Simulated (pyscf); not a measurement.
## Hydrogen abstraction: HS–Ga(Cl)–Cl + H atom (H•) → •S–Ga(Cl)–Cl + hydrogen (H₂)

Gas phase, doublet surface, charge 0. Bonds broken: S1–H5. Bonds formed: H5–H6. PySCF, gas phase, ωB97X-D3(BJ)/def2-SVP geometries.

Transition state (Å):

```xyz
6

S      0.0148    -0.1974    -0.2803
Ga    -1.8236    -1.3375    -0.3909
Cl    -1.8020    -3.4507    -0.5952
Cl    -3.7106    -0.3557    -0.2963
H     -0.6931     1.0224    -0.1584
H     -1.4137     2.0296    -0.0562
```

One imaginary mode, 968i cm⁻¹; descent along it reached the two sides named.

```
bond   change  reactant side (Å)  saddle  product side
-----  ------  -----------------  ------  ------------
S1–H5  breaks              1.349   1.416           3.1
H5–H6   forms                3.0   1.243         0.761
```

Electronic energies relative to the separated reactants (kJ/mol):

| level | barrier | reaction energy | reverse barrier |
|---|---|---|---|
| ωB97X-D3(BJ)/def2-TZVP | 14.5 | -54.2 | 68.7 |
| PBE/def2-TZVP | -2.1 | -51.6 | 49.5 |
| r²SCAN/def2-TZVP | -9.0 | -62.1 | 53.1 |
| B3LYP-D3(BJ)/def2-TZVP | -4.7 | -71.0 | 66.3 |
| PBE0-D3(BJ)/def2-TZVP | 3.0 | -49.3 | 52.3 |
| M06-2X/def2-TZVP | 16.1 | -58.6 | 74.7 |
| ωB97M-D3(BJ)/def2-TZVP | 14.7 | -55.0 | 69.7 |
| HF/def2-TZVP | 43.9 | -65.4 | 109.3 |

With ωB97M-D3(BJ)/def2-TZVP energies and thermal terms (ideal gas, 1 atm, RRHO with modes under 100 cm⁻¹ raised to 100, one conformer, R ln 2 for chiral ones without a mode under 150 cm⁻¹), in kJ/mol:

```json
[
 {"T (K)": "298", "ΔH‡": "8.5", "ΔG‡": "35.6", "ΔH": "-50.2", "ΔG": "-52.8"},
 {"T (K)": "600", "ΔH‡": "6.9", "ΔG‡": "63.7", "ΔH": "-51.6", "ΔG": "-55.1"},
 {"T (K)": "900", "ΔH‡": "6.2", "ΔG‡": "92.3", "ΔH": "-54.0", "ΔG": "-56.3"},
 {"T (K)": "1200", "ΔH‡": "5.6", "ΔG‡": "121.1", "ΔH": "-56.8", "ΔG": "-56.7"}
]
```

At PBE, r²SCAN, B3LYP-D3(BJ) this geometry lies under the reactants; that is no barrier but a single point on another level's saddle; such a level's own saddle, if it has one, lies nearer that side and is low. One saddle was located; it need not be the lowest between these sides. The angle at the transferred H is 175°. Elements up to Kr have no core potential and no relativistic terms here.
